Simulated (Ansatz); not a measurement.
A run of Ansatz (development build ahead of 0.2.0) on triplet SO at this shape:

```xyz
2

S     0.0000    0.0000   -0.5407
O     0.0000    0.0000    1.0814
```

Its results:

```json
{"Converged": "yes", "Reference energy": "-472.33256 hartree", "Correlation energy": "-0.27875 hartree", "Total energy": "-472.61131 hartree", "Spin squared of the determinant": "2.035"}
```

(1) Which input gives this output? Name the method, the orbitals and the basis set, and write the input.

Results:

(1) UHF-MP2 in cc-pVDZ.

```yaml
crystal:
  periodic: [false, false, false]
  atoms:
    - { symbol: S, position_ang: [0.0, 0.0, -0.54068] }
    - { symbol: O, position_ang: [0.0, 0.0, 1.08136] }
basis:
  gaussian: { orbitals: cc-pVDZ }
magnetization:
  spin_polarized: true
  initial_magnetization: 2
hamiltonian:
  xc: hf
correlation:
  method: mp2
  frozen_orbitals: { O: 1, S: 5 }
```
